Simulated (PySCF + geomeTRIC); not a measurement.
A geometry relaxed with PBE0-D4/def2-TZVP (PySCF + geomeTRIC), charge 0, multiplicity 2:

```xyz
4

H     -0.6693    -0.8477     0.0023
C      0.0000     0.0000     0.0000
H      1.0687    -0.1557    -0.0027
H     -0.3995     1.0034     0.0004
```

Write the SMILES of this molecule.

`[CH3]`
